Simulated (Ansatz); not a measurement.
# BH2O2: the cost of one run

Method: UKS PBE0/def2-SVP, in Ansatz 0.2.0.

### Step 1. The structure to begin with

Bond lengths: O1–B2 1.440 Å, B2–O3 1.430 Å, O1–H4 1.027 Å, O3–H5 1.011 Å. Angles: O1–B2–O3 117.1°, B2–O1–H4 101.5°, B2–O3–H5 106.3°.

Coordinates:

```xyz
5

O    -1.2236   -0.3527   -0.2499
B    -0.2889    0.4031    0.5425
O     0.9801   -0.2014    0.8050
H    -1.0123   -0.0138   -1.1959
H     1.5945    0.0912    0.0568
```

### Step 2. Relaxing the start

File input.yaml:

```yaml
crystal:
  periodic: [false, false, false]
  atoms:
    - { symbol: O, position_ang: [-1.2236, -0.3527, -0.2499] }
    - { symbol: B, position_ang: [-0.2889, 0.4031, 0.5425] }
    - { symbol: O, position_ang: [0.9801, -0.2014, 0.805] }
    - { symbol: H, position_ang: [-1.0123, -0.0138, -1.1959] }
    - { symbol: H, position_ang: [1.5945, 0.0912, 0.0568] }
magnetization:
  spin_polarized: true
  initial_magnetization: 1
basis:
  gaussian: { orbitals: def2-SVP }
hamiltonian:
  xc: pbe0
relax:
  f_tol: 0.02
  max_steps: 40
```

The run is started by

```bash
> ansatz run input.yaml --threads 1 --pin off --max-ram 2048MiB --backend cpu --events-out ev --progress --plain --runs-dir out
```

What time and memory should one allow on 1 thread of Arm Neoverse V2, shared host?

About 13 s, with a peak of 0.11 GiB.
